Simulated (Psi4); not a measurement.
**H2F2 (SMILES F.F) at SAPT0-D3BJ/jun-cc-pVTZ (density fitting, density fitting for correlation, fragments set)**

We compute the interaction energy of H2F2. 

The results are computed with Psi4 1.11.

2 further runs of the same task are left out: 2 set aside as unsound or not needed.

## Step 1: The system as given

The species is H2F2 (4 atoms), meant as a singlet with charge 0. As SMILES, `F.F`. The shape is that of a GFN2-xTB optimisation.

Bond lengths: F1–H2 0.933 Å, F3–H4 0.937 Å.

## Step 2: The interaction energy at SAPT0-D3BJ/jun-cc-pVTZ (density fitting, density fitting for correlation, fragments set)

The input, calc.in:

```
memory 1.6 GB

molecule mol {
  0 1
  F      0.549480    -0.564530     0.503550
  H      1.280870    -0.944630     0.941000
  --
  0 1
  F     -1.663670     1.452680    -1.363780
  H     -1.145000     0.863120    -0.852870
  symmetry c1
  no_reorient
  no_com
}

set globals {
  basis jun-cc-pVTZ
  reference rhf
  scf_type df
  freeze_core true
}

energy("sapt0-d3bj")
```

Launch:

```sh
$ psi4 calc.in calc.out -n 1
```

Q: Predict the results. Wanted: interaction energy; dispersion energy.

**Answer.** As computed:

Level: SAPT0-D3BJ/jun-cc-pVTZ (density fitting, density fitting for correlation, fragments set).

```
          quantity          value
interaction energy  -11.54 kJ/mol
 dispersion energy   -8.97 kJ/mol
```
